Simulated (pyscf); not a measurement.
Optimised with ωB97X-D3(BJ)/def2-SVP in PySCF. MP2 and CC: frozen core, UHF for open shells. ΔMP2 is the change of the MP2 total energy from the triple- to the quadruple-zeta basis.

SMILES: N=[Si](O)Cl
```xyz
6

N      1.3712     0.4519    -0.8159
Si    -0.0315     0.1789    -0.1480
O     -0.2130     0.0054     1.4680
Cl    -1.9026    -0.0357    -0.9117
H      1.5472     0.5677    -1.8075
H      0.6122     0.0853     1.9644
```

How much does it cost (ΔH, 298 K, CCSD(T)/def2-TZVPP + ΔMP2(QZVPP)) to split HN=Si(OH)–Cl at its O–Si bond into [HN=Si–Cl]• + OH•?

O–Si to [HN=Si–Cl]• + OH•: 500.0 kJ/mol. The radicals are drawn with the spin at the cut bond; how far it spreads was not checked. HN=Si(OH)–Cl lies 69.8 kJ/mol over its isomer H₂N–Si(=O)–Cl (electronic energy, ωB97M-D3(BJ)/def2-TZVP). Other isomers of [HN=Si–Cl]• were not searched in full and may lie lower. The CCSD(T) − MP2 part came from Ansatz, without density fitting, on the same reference. An open-shell T1 diagnostic exceeds 0.045. Left out: the spin-orbit lowering of OH.
